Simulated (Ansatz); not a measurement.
**Molecular dynamics, step by step**

SiH4ClF (SMILES F.[SiH3]Cl), singlet, PBE0-D4/def2-SVP (Ansatz 0.2.0). Settings (timestep in fs, temperature in K; T counts 15 degrees of freedom):

```yaml
hamiltonian: {xc: pbe0, dispersion: d4}
md: {n_steps: 80, timestep: 0.5, temperature: 1000, ensemble: nve, seed: 189, initial_velocities: maxwell_boltzmann}
```

Start (the SMILES describes the start alone):

```
7
angstrom
F -0.2647 -0.1622 -2.1564
H 0.3106 -0.7835 -2.5199
Si -0.0280 0.1788 0.7913
Cl 0.1915 0.3708 2.8329
H 0.1427 1.5187 0.1916
H -1.3766 -0.3690 0.5339
H 1.0247 -0.7536 0.3265
```

| step | time (fs) | potential energy less the start (meV) | kinetic energy (meV) | T (K) |
| --- | --- | --- | --- | --- |
| 0 | 0.00 | 0.0 | 646.3 | 1000 |
| 5 | 2.50 | 93.0 | 554.0 | 857 |
| 10 | 5.00 | 203.1 | 444.1 | 687 |
| 15 | 7.50 | 258.4 | 388.6 | 601 |
| 20 | 10.00 | 306.1 | 341.2 | 528 |
| 25 | 12.50 | 247.2 | 400.1 | 619 |
| 30 | 15.00 | 108.9 | 537.6 | 832 |
| 35 | 17.50 | 115.5 | 531.5 | 822 |
| 40 | 20.00 | 156.3 | 490.6 | 759 |
| 45 | 22.50 | 219.3 | 427.5 | 661 |
| 50 | 25.00 | 309.4 | 337.8 | 523 |
| 55 | 27.50 | 318.2 | 329.0 | 509 |
| 60 | 30.00 | 243.1 | 403.5 | 624 |
| 65 | 32.50 | 217.0 | 430.1 | 665 |
| 70 | 35.00 | 180.0 | 466.7 | 722 |
| 75 | 37.50 | 218.1 | 428.7 | 663 |
| 80 | 40.00 | 299.3 | 347.7 | 538 |

Step 10, positions (Å) and forces (eV/Å):

| atom | x | y | z | Fx | Fy | Fz |
| --- | --- | --- | --- | --- | --- | --- |
| F1 | -0.254 | -0.159 | -2.207 | 0.379 | -0.725 | -0.195 |
| H2 | 0.165 | -0.970 | -2.418 | -0.375 | 0.726 | 0.216 |
| Si3 | -0.036 | 0.194 | 0.817 | -1.037 | -1.308 | -1.517 |
| Cl4 | 0.200 | 0.367 | 2.848 | -0.085 | 0.169 | 0.081 |
| H5 | 0.032 | 1.405 | -0.001 | 0.180 | 0.760 | 0.291 |
| H6 | -1.392 | -0.437 | 0.361 | 0.842 | 0.376 | 0.829 |
| H7 | 1.013 | -0.721 | 0.271 | 0.097 | 0.002 | 0.296 |

Step 20, positions (Å) and forces (eV/Å):

| atom | x | y | z | Fx | Fy | Fz |
| --- | --- | --- | --- | --- | --- | --- |
| F1 | -0.240 | -0.161 | -2.258 | 0.000 | -0.059 | 0.018 |
| H2 | -0.031 | -1.059 | -2.284 | -0.001 | 0.036 | 0.007 |
| Si3 | -0.050 | 0.200 | 0.830 | 0.781 | 0.455 | -2.006 |
| Cl4 | 0.207 | 0.364 | 2.865 | -0.183 | 0.216 | -0.082 |
| H5 | -0.037 | 1.439 | -0.107 | 0.196 | -0.318 | 1.272 |
| H6 | -1.265 | -0.441 | 0.358 | -0.909 | -0.431 | 0.451 |
| H7 | 1.026 | -0.688 | 0.280 | 0.115 | 0.100 | 0.340 |

Step 45, positions (Å) and forces (eV/Å):

```csv
atom,x,y,z,Fx,Fy,Fz
F1,-0.204,-0.184,-2.381,-0.221,-0.450,0.497
H2,-0.541,-0.963,-1.996,0.186,0.399,-0.356
Si3,-0.072,0.206,0.823,0.143,0.530,1.091
Cl4,0.221,0.363,2.900,-0.141,0.024,-0.222
H5,-0.094,1.670,0.351,-0.153,-1.010,-0.095
H6,-1.362,-0.601,0.721,0.498,0.422,-0.444
H7,1.152,-0.561,0.436,-0.312,0.085,-0.472
```

Last step (80):

```tsv
atom	x (Å)	y (Å)	z (Å)
F1	-0.1721	-0.2461	-2.5073
H2	-1.0177	-0.3728	-2.1640
Si3	-0.0776	0.2219	0.8956
Cl4	0.2336	0.3593	2.9341
H5	-0.4272	1.6459	0.3353
H6	-1.2725	-0.5385	0.5240
H7	0.9689	-0.3344	-0.0125
```

The run took about 80 s on 2 CPU threads of an Arm Neoverse V1 (shared host).
